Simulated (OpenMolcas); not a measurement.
## How methods differ on SiH2S (SMILES [SiH]S)

The species is SiH2S (4 atoms), meant as a singlet with charge 0. As SMILES, `[SiH]S`. The coordinates come from a PBE0-D4/def2-TZVP relaxation.

```xyz
4

Si   -0.2628   -1.0744    0.1611
S     0.1905    0.9588   -0.2066
H     1.0175   -1.1908    0.9814
H    -0.8897    1.2460   -0.9562
```

Quantity: the energy change with the Si1–H3 bond stretched from 1.525 to 2.669 Å, in eV. The values are calculated.

```csv
level,kind,program,value (eV),less FCI/STO-3G
HF/STO-3G (restricted),Hartree–Fock,OpenMolcas,5.84,+2.24
SVWN5/STO-3G (restricted),LDA,OpenMolcas,4.11,+0.51
PBE/STO-3G (restricted),GGA,OpenMolcas,3.93,+0.33
B3LYP/STO-3G (restricted),global hybrid,OpenMolcas,4.28,+0.68
PBE0/STO-3G (restricted),global hybrid,OpenMolcas,4.50,+0.90
B2PLYP/STO-3G (restricted),double hybrid,OpenMolcas,4.38,+0.78
MP2/STO-3G (restricted),perturbation theory,OpenMolcas,4.56,+0.96
CISD/STO-3G (restricted),coupled cluster or CI,OpenMolcas,3.99,+0.39
FCI/STO-3G,exact in the basis,OpenMolcas,3.60,0.00
```

FCI/STO-3G is exact within its basis and frozen core, so for wave-function methods in that basis the difference is their error; functionals converge differently with the basis, so for them it is only a difference. Spin-restricted single references rise too steeply as a bond breaks, Hartree–Fock most of all. The first shape isn't each level's own minimum. The values span 3.60 to 5.84 eV. All rows use very small basis sets, so even the best lies far from the true value.
